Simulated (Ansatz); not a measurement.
Process, species as SMILES: FCF → C atom + 2 F atom + 2 H atom
B3LYP-D3(BJ)/def2-TZVP geometries, fixed; electronic energies without zero-point terms.
Largest species:
```xyz
5

C      0.0044     0.0053     0.5043
F     -0.0170     1.1024    -0.3021
F      0.0119    -1.1085    -0.2792
H     -0.9025    -0.0002     1.1113
H      0.9218     0.0234     1.0951
```

The atomisation energy at MP2 with Ansatz (an electronic-structure program), in kcal/mol, split into its Hartree-Fock and correlation parts. Cores are frozen. Open shells are unrestricted. No added dispersion term, no relativity. Functions are those of the species that has most.

```json
[
 {"basis": "aug-cc-pVDZ", "X": "2", "functions": "87", "Hartree-Fock": "302.93", "MP2": "422.29"},
 {"basis": "aug-cc-pVTZ", "X": "3", "functions": "184", "Hartree-Fock": "309.60", "MP2": "442.52"},
 {"basis": "aug-cc-pVQZ", "X": "4", "functions": "332", "Hartree-Fock": "309.71", "MP2": "447.81"}
]
```

Worked estimate of the basis-set limit from each neighbouring pair, with Hartree-Fock from the larger set and the correlation part extrapolated as X^-3.
Correlation parts: X = 2: 119.36, X = 3: 132.92, X = 4: 138.10.
- (2,3): (27·(132.92) - 8·(119.36))/19 = 138.63; with Hartree-Fock 309.60 the estimate is 448.23 kcal/mol.
- (3,4): (64·(138.10) - 27·(132.92))/37 = 141.88; with Hartree-Fock 309.71 the estimate is 451.59 kcal/mol.
The last two estimates differ by 3.36 kcal/mol; the largest set lies 3.78 from the last. Over the last step Hartree-Fock moves by 0.11 and the correlation part by 5.18.
